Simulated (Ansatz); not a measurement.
**CHBSi (singlet): B2PLYP, RPA-PBE over vertical spin and charge gaps and displaced geometries, cc-pVDZ**

Aim: run CHBSi (singlet) with these functionals over vertical spin and charge gaps and displaced geometries, and hold them against the top wave-function level at the same points.

Method: cc-pVDZ, all electrons in the functionals, frozen cores in the correlation of double hybrids and RPA; program: Ansatz 0.2.0, Gaussian basis.

To be run: B2PLYP, RPA-PBE, at charge 0, singlet; charge 0, triplet; charge 1, doublet; displaced geometry v1; displaced geometry v2.

13 further runs of the same task are left out: 4 that didn't finish, 9 set aside as unsound or not needed. Runs told in other sessions of the task aren't counted.

### 1 The system

The geometry is a PBE0/def2-TZVP stationary point (not a proven minimum).

4 atoms, charge 0, spin multiplicity 1.

Atoms are counted from 1 here; the program's logs count them from 0.

Bond lengths: B1–C2 1.363 Å, B1–H4 1.175 Å, C2–Si3 1.675 Å. Angles: C2–B1–H4 180.0°, B1–C2–Si3 180.0°.

No dispersion term is added.

The geometry shown and the zero of energy belong to the point charge 0, singlet. The yardstick, RCCSD(T), and other wave-function levels (R restricted, U unrestricted, valence and pair active spaces) come from earlier runs.

### 2 B2PLYP, charge 0, singlet

The input, in.yaml:

```yaml
crystal:
  periodic: [false, false, false]
  atoms:
    - {symbol: B, position_ang: [0.000000, 0.000000, 0.806500]}
    - {symbol: C, position_ang: [0.000000, 0.000000, -0.556100]}
    - {symbol: Si, position_ang: [0.000000, 0.000000, -2.231400]}
    - {symbol: H, position_ang: [0.000000, 0.000000, 1.981000]}
basis:
  gaussian: {orbitals: cc-pVDZ}
hamiltonian: {xc: {name: B2PLYP}}
correlation: {electrons: outside_noble_gas}
```

Launch:

```
> ansatz run in.yaml --threads 1 --pin off --events-out ev --progress --plain --max-ram 2393MiB
```

The program printed:

```text
Functional definition: B2PLYP
  name "B2PLYP"
  cite "Grimme, J. Chem. Phys. 124, 034108 (2006) doi:10.1063/1.2148954"
  cite "Becke, Phys. Rev. A 38, 3098 (1988) doi:10.1103/PhysRevA.38.3098"
  cite "Lee, Yang & Parr, Phys. Rev. B 37, 785 (1988) doi:10.1103/PhysRevB.37.785"
  parameter a = 0.53
  parameter c = 0.27
  exchange = (1 - a)*b88_x + a*exact_x
  correlation = (1 - c)*lyp_c + c*(mp2_os + mp2_ss)
495 factors; integrals over basis functions are off by at most 1.2e-3 eV
mean field evaluation 1: about -9589.6995 eV, gradient 4.9e1 eV
mean field evaluation 2: about -9589.7018 eV, gradient 4.9e1 eV
mean field evaluation 4: about -9595.4440 eV, gradient 1.4e1 eV
mean field evaluation 8: about -9596.1761 eV, gradient 2.8e-1 eV
mean field evaluation 16: about -9596.1765 eV, gradient 6.2e-6 eV
mean field -9596.17654029 eV, -352.6529833334 hartree, gradient 6.2e-6 eV, S^2 0.000000; 0 other end points of the search recorded, 0 dependent functions left out
7 core orbitals not correlated: weight in the atoms' cores, before any rotation towards them, 1.000 or more for the frozen orbitals, at most 0.000 for the correlated occupied ones
reference -9596.17667087 eV, -352.6529881324 hartree; 6, 6 occupied and 38, 38 virtual orbitals, 495 factors
second order -9.88538185 eV of doubles, -0.00000000 eV of singles
Total energy: -9598.84572397 eV, -352.7510740247 hartree
```

Wall time 0.66 s (1 thread of Intel Xeon 6975P-C, shared host).

### 3 B2PLYP, charge 0, triplet

in.yaml, as its differences from that of step 2:

```diff
@@ -9,2 +9,3 @@
   gaussian: {orbitals: cc-pVDZ}
+magnetization: {spin_polarized: true, initial_magnetization: 2}
 hamiltonian: {xc: {name: B2PLYP}}
```

Launched as before.

The program printed (excerpt; [...] marks lines left out):

```text
Functional definition: B2PLYP
  name "B2PLYP"
  cite "Grimme, J. Chem. Phys. 124, 034108 (2006) doi:10.1063/1.2148954"
  cite "Becke, Phys. Rev. A 38, 3098 (1988) doi:10.1103/PhysRevA.38.3098"
  cite "Lee, Yang & Parr, Phys. Rev. B 37, 785 (1988) doi:10.1103/PhysRevB.37.785"
[...]
495 factors; integrals over basis functions are off by at most 1.2e-3 eV
[...]
mean field -9593.81101530 eV, -352.5660518938 hartree, gradient 2.9e-6 eV, S^2 2.010128; 8 other end points of the search recorded, 0 dependent functions left out
7 core orbitals not correlated: weight in the atoms' cores, before any rotation towards them, 1.000 or more for the frozen orbitals, at most 0.000 for the correlated occupied ones
reference -9593.81114671 eV, -352.5660567227 hartree; 7, 5 occupied and 37, 39 virtual orbitals, 495 factors
second order -7.99623268 eV of doubles, -0.00000000 eV of singles
Total energy: -9595.97012953 eV, -352.6453978781 hartree
```

Wall time 4.6 s (1 thread of Intel Xeon 6975P-C, shared host).

From the report: ⟨S²⟩ of the determinant 2.010 (pure triplet: 2.00).

From charge 0, singlet: +2.876 eV.

### 4 B2PLYP, charge 1, doublet

in.yaml, as its differences from that of step 3:

```diff
@@ -9,3 +9,4 @@
   gaussian: {orbitals: cc-pVDZ}
-magnetization: {spin_polarized: true, initial_magnetization: 2}
+total_charge: 1
+magnetization: {spin_polarized: true, initial_magnetization: 1}
 hamiltonian: {xc: {name: B2PLYP}}
```

Launched as before.

The program printed (excerpt; [...] marks lines left out):

```text
Functional definition: B2PLYP
  name "B2PLYP"
  cite "Grimme, J. Chem. Phys. 124, 034108 (2006) doi:10.1063/1.2148954"
  cite "Becke, Phys. Rev. A 38, 3098 (1988) doi:10.1103/PhysRevA.38.3098"
  cite "Lee, Yang & Parr, Phys. Rev. B 37, 785 (1988) doi:10.1103/PhysRevB.37.785"
[...]
495 factors; integrals over basis functions are off by at most 1.2e-3 eV
[...]
mean field -9587.39434820 eV, -352.3302437270 hartree, gradient 7.0e-7 eV, S^2 0.753445; 5 other end points of the search recorded, 0 dependent functions left out
7 core orbitals not correlated: weight in the atoms' cores, before any rotation towards them, 1.000 or more for the frozen orbitals, at most 0.000 for the correlated occupied ones
reference -9587.39447953 eV, -352.3302485532 hartree; 6, 5 occupied and 38, 39 virtual orbitals, 495 factors
second order -7.51223802 eV of doubles, -0.00000000 eV of singles
Total energy: -9589.42278379 eV, -352.4047873601 hartree
```

It took 4.4 s on 1 thread of Intel Xeon 6975P-C, shared host.

From the report: ⟨S²⟩ of the determinant 0.753 (pure doublet: 0.75).

From charge 0, singlet: +9.423 eV.

### 5 B2PLYP, displaced geometry v1

The input, in.yaml:

```yaml
crystal:
  periodic: [false, false, false]
  atoms:
    - {symbol: B, position_ang: [0.002337, -0.001845, 0.828721]}
    - {symbol: C, position_ang: [0.001504, -0.017987, -0.545032]}
    - {symbol: Si, position_ang: [0.049468, 0.041323, -2.262945]}
    - {symbol: H, position_ang: [-0.053309, -0.021491, 1.979257]}
basis:
  gaussian: {orbitals: cc-pVDZ}
hamiltonian: {xc: {name: B2PLYP}}
correlation: {electrons: outside_noble_gas}
```

The command is unchanged.

The program printed (excerpt; [...] marks lines left out):

```text
Functional definition: B2PLYP
  name "B2PLYP"
  cite "Grimme, J. Chem. Phys. 124, 034108 (2006) doi:10.1063/1.2148954"
  cite "Becke, Phys. Rev. A 38, 3098 (1988) doi:10.1103/PhysRevA.38.3098"
  cite "Lee, Yang & Parr, Phys. Rev. B 37, 785 (1988) doi:10.1103/PhysRevB.37.785"
[...]
495 factors; integrals over basis functions are off by at most 1.2e-3 eV
[...]
mean field -9596.13545219 eV, -352.6514733738 hartree, gradient 1.0e-6 eV, S^2 0.000000; 0 other end points of the search recorded, 0 dependent functions left out
7 core orbitals not correlated: weight in the atoms' cores, before any rotation towards them, 1.000 or more for the frozen orbitals, at most 0.000 for the correlated occupied ones
reference -9596.13558349 eV, -352.6514781989 hartree; 6, 6 occupied and 38, 38 virtual orbitals, 495 factors
second order -10.02794497 eV of doubles, -0.00000000 eV of singles
Total energy: -9598.84312863 eV, -352.7509786476 hartree
```

It took 0.69 s on 1 thread of Intel Xeon 6975P-C, shared host.

From charge 0, singlet: +0.003 eV.

### 6 B2PLYP, displaced geometry v2

The input, in.yaml:

```yaml
crystal:
  periodic: [false, false, false]
  atoms:
    - {symbol: B, position_ang: [0.064568, 0.023749, 0.797341]}
    - {symbol: C, position_ang: [-0.100306, 0.032123, -0.553665]}
    - {symbol: Si, position_ang: [-0.023685, -0.000301, -2.237145]}
    - {symbol: H, position_ang: [0.059423, -0.055571, 1.993469]}
basis:
  gaussian: {orbitals: cc-pVDZ}
hamiltonian: {xc: {name: B2PLYP}}
correlation: {electrons: outside_noble_gas}
```

Same command.

The program printed (excerpt; [...] marks lines left out):

```text
Functional definition: B2PLYP
  name "B2PLYP"
  cite "Grimme, J. Chem. Phys. 124, 034108 (2006) doi:10.1063/1.2148954"
  cite "Becke, Phys. Rev. A 38, 3098 (1988) doi:10.1103/PhysRevA.38.3098"
  cite "Lee, Yang & Parr, Phys. Rev. B 37, 785 (1988) doi:10.1103/PhysRevB.37.785"
[...]
495 factors; integrals over basis functions are off by at most 1.2e-3 eV
[...]
mean field -9596.14507870 eV, -352.6518271414 hartree, gradient 3.9e-6 eV, S^2 0.000000; 0 other end points of the search recorded, 0 dependent functions left out
7 core orbitals not correlated: weight in the atoms' cores, before any rotation towards them, 1.000 or more for the frozen orbitals, at most 0.000 for the correlated occupied ones
reference -9596.14521050 eV, -352.6518319850 hartree; 6, 6 occupied and 38, 38 virtual orbitals, 495 factors
second order -9.92214087 eV of doubles, -0.00000000 eV of singles
Total energy: -9598.82418853 eV, -352.7502826119 hartree
```

Wall time 0.66 s (1 thread of Intel Xeon 6975P-C, shared host).

From charge 0, singlet: +0.022 eV.

### 7 RPA-PBE, charge 0, singlet

The input, in.yaml:

```yaml
crystal:
  periodic: [false, false, false]
  atoms:
    - {symbol: B, position_ang: [0.000000, 0.000000, 0.806500]}
    - {symbol: C, position_ang: [0.000000, 0.000000, -0.556100]}
    - {symbol: Si, position_ang: [0.000000, 0.000000, -2.231400]}
    - {symbol: H, position_ang: [0.000000, 0.000000, 1.981000]}
basis:
  gaussian: {orbitals: cc-pVDZ}
hamiltonian: {xc: {name: PBE}}
correlation: {method: rpa, electrons: outside_noble_gas}
```

The command is unchanged.

The program printed (excerpt; [...] marks lines left out):

```text
Functional definition: PBE
  name "PBE"
  cite "Perdew, Burke & Ernzerhof, Phys. Rev. Lett. 77, 3865 (1996) doi:10.1103/PhysRevLett.77.3865"
  parent pbe
[...]
495 factors; integrals over basis functions are off by at most 1.2e-3 eV
[...]
mean field -9597.50729219 eV, -352.7018875638 hartree, gradient 4.6e-6 eV, S^2 0.000000; 0 other end points of the search recorded, 0 dependent functions left out
7 core orbitals not correlated: weight in the atoms' cores, before any rotation towards them, 1.000 or more for the frozen orbitals, at most 0.000 for the correlated occupied ones
reference -9576.79065330 eV, -351.9405651271 hartree; 6, 6 occupied and 38, 38 virtual orbitals, 495 factors
Total energy: -9589.75227414 eV, -352.4168959071 hartree
```

Wall time 0.75 s (1 thread of Intel Xeon 6975P-C, shared host).

### 8 RPA-PBE, charge 0, triplet

in.yaml, as its differences from that of step 7:

```diff
@@ -9,2 +9,3 @@
   gaussian: {orbitals: cc-pVDZ}
+magnetization: {spin_polarized: true, initial_magnetization: 2}
 hamiltonian: {xc: {name: PBE}}
```

Same command.

The program printed (excerpt; [...] marks lines left out):

```text
Functional definition: PBE
  name "PBE"
  cite "Perdew, Burke & Ernzerhof, Phys. Rev. Lett. 77, 3865 (1996) doi:10.1103/PhysRevLett.77.3865"
  parent pbe
[...]
495 factors; integrals over basis functions are off by at most 1.2e-3 eV
[...]
mean field -9594.75351213 eV, -352.6006880133 hartree, gradient 9.0e-6 eV, S^2 2.006653; 16 other end points of the search recorded, 0 dependent functions left out
7 core orbitals not correlated: weight in the atoms' cores, before any rotation towards them, 1.000 or more for the frozen orbitals, at most 0.000 for the correlated occupied ones
reference -9575.03804453 eV, -351.8761579427 hartree; 7, 5 occupied and 37, 39 virtual orbitals, 495 factors
Total energy: -9586.88503015 eV, -352.3115266338 hartree
```

Wall time 7 s (1 thread of Intel Xeon 6975P-C, shared host).

From the report: ⟨S²⟩ of the determinant 2.007 (pure triplet: 2.00).

From charge 0, singlet: +2.867 eV.

### 9 RPA-PBE, charge 1, doublet

in.yaml, as its differences from that of step 8:

```diff
@@ -9,3 +9,4 @@
   gaussian: {orbitals: cc-pVDZ}
-magnetization: {spin_polarized: true, initial_magnetization: 2}
+total_charge: 1
+magnetization: {spin_polarized: true, initial_magnetization: 1}
 hamiltonian: {xc: {name: PBE}}
```

Launched as before.

The program printed (excerpt; [...] marks lines left out):

```text
Functional definition: PBE
  name "PBE"
  cite "Perdew, Burke & Ernzerhof, Phys. Rev. Lett. 77, 3865 (1996) doi:10.1103/PhysRevLett.77.3865"
  parent pbe
[...]
495 factors; integrals over basis functions are off by at most 1.2e-3 eV
[...]
mean field -9587.87575929 eV, -352.3479352583 hartree, gradient 1.2e-6 eV, S^2 0.752598; 10 other end points of the search recorded, 0 dependent functions left out
7 core orbitals not correlated: weight in the atoms' cores, before any rotation towards them, 1.000 or more for the frozen orbitals, at most 0.000 for the correlated occupied ones
reference -9569.05489718 eV, -351.6562813330 hartree; 6, 5 occupied and 38, 39 virtual orbitals, 495 factors
Total energy: -9580.34434322 eV, -352.0711608225 hartree
```

It took 6 s on 1 thread of Intel Xeon 6975P-C, shared host.

From the report: ⟨S²⟩ of the determinant 0.753 (pure doublet: 0.75).

From charge 0, singlet: +9.408 eV.

### 10 RPA-PBE, displaced geometry v1

The input, in.yaml:

```yaml
crystal:
  periodic: [false, false, false]
  atoms:
    - {symbol: B, position_ang: [0.002337, -0.001845, 0.828721]}
    - {symbol: C, position_ang: [0.001504, -0.017987, -0.545032]}
    - {symbol: Si, position_ang: [0.049468, 0.041323, -2.262945]}
    - {symbol: H, position_ang: [-0.053309, -0.021491, 1.979257]}
basis:
  gaussian: {orbitals: cc-pVDZ}
hamiltonian: {xc: {name: PBE}}
correlation: {method: rpa, electrons: outside_noble_gas}
```

Same command.

The program printed (excerpt; [...] marks lines left out):

```text
Functional definition: PBE
  name "PBE"
  cite "Perdew, Burke & Ernzerhof, Phys. Rev. Lett. 77, 3865 (1996) doi:10.1103/PhysRevLett.77.3865"
  parent pbe
[...]
495 factors; integrals over basis functions are off by at most 1.2e-3 eV
[...]
mean field -9597.51547673 eV, -352.7021883400 hartree, gradient 9.6e-6 eV, S^2 0.000000; 0 other end points of the search recorded, 0 dependent functions left out
7 core orbitals not correlated: weight in the atoms' cores, before any rotation towards them, 1.000 or more for the frozen orbitals, at most 0.000 for the correlated occupied ones
reference -9576.71103504 eV, -351.9376392098 hartree; 6, 6 occupied and 38, 38 virtual orbitals, 495 factors
Total energy: -9589.78031840 eV, -352.4179265148 hartree
```

It took 0.96 s on 1 thread of Intel Xeon 6975P-C, shared host.

From charge 0, singlet: -0.028 eV.

### 11 RPA-PBE, displaced geometry v2

The input, in.yaml:

```yaml
crystal:
  periodic: [false, false, false]
  atoms:
    - {symbol: B, position_ang: [0.064568, 0.023749, 0.797341]}
    - {symbol: C, position_ang: [-0.100306, 0.032123, -0.553665]}
    - {symbol: Si, position_ang: [-0.023685, -0.000301, -2.237145]}
    - {symbol: H, position_ang: [0.059423, -0.055571, 1.993469]}
basis:
  gaussian: {orbitals: cc-pVDZ}
hamiltonian: {xc: {name: PBE}}
correlation: {method: rpa, electrons: outside_noble_gas}
```

The command is unchanged.

The program printed (excerpt; [...] marks lines left out):

```text
Functional definition: PBE
  name "PBE"
  cite "Perdew, Burke & Ernzerhof, Phys. Rev. Lett. 77, 3865 (1996) doi:10.1103/PhysRevLett.77.3865"
  parent pbe
[...]
495 factors; integrals over basis functions are off by at most 1.2e-3 eV
[...]
mean field -9597.49571624 eV, -352.7014621557 hartree, gradient 9.0e-6 eV, S^2 0.000000; 0 other end points of the search recorded, 0 dependent functions left out
7 core orbitals not correlated: weight in the atoms' cores, before any rotation towards them, 1.000 or more for the frozen orbitals, at most 0.000 for the correlated occupied ones
reference -9576.75038772 eV, -351.9390853941 hartree; 6, 6 occupied and 38, 38 virtual orbitals, 495 factors
Total energy: -9589.74724646 eV, -352.4167111434 hartree
```

Wall time 0.78 s (1 thread of Intel Xeon 6975P-C, shared host).

From charge 0, singlet: +0.005 eV.

### 12 Against the wave-function levels

No level is safe as a reference over these points; RCCSD(T) serves as a yardstick only. It comes from earlier runs at the same points. Energies in eV, counted from charge 0, singlet; blanks weren't run or aren't comparable.

```tsv
level	singlet to triplet	ionisation to the doublet cation	displacement v1	displacement v2
RCCSD(T)	2.895	9.326	-0.014	0.012
B2PLYP	2.876	9.423	0.003	0.022
RPA-PBE	2.867	9.408	-0.028	0.005
```

Largest miss and mean time a point (RCCSD(T) took 3.2 s a point; shared hosts):

```tsv
level	largest miss (eV)	where	time a point
B2PLYP	+0.097	ionisation to the doublet cation	2.2 s
RPA-PBE	+0.082	ionisation to the doublet cation	3.1 s
```

### 13 Summary of results

| quantity | value |
| --- | --- |
| singlet to triplet, RCCSD(T) | 2.895 eV |
| ionisation to the doublet cation, RCCSD(T) | 9.326 eV |
| displacement v1, RCCSD(T) | -0.014 eV |
| displacement v2, RCCSD(T) | 0.012 eV |
| largest miss, B2PLYP | +0.097 eV (ionisation to the doublet cation) |
| largest miss, RPA-PBE | +0.082 eV (ionisation to the doublet cation) |

Of the functionals, RPA-PBE keep the smallest largest miss at the points compared (at most 0.082 eV) and B2PLYP strays most (0.097 eV, at ionisation to the doublet cation). Functionals and the yardstick converge differently with the basis, so part of each miss in cc-pVDZ is the basis. The yardstick itself may be off where one determinant is a poor start.
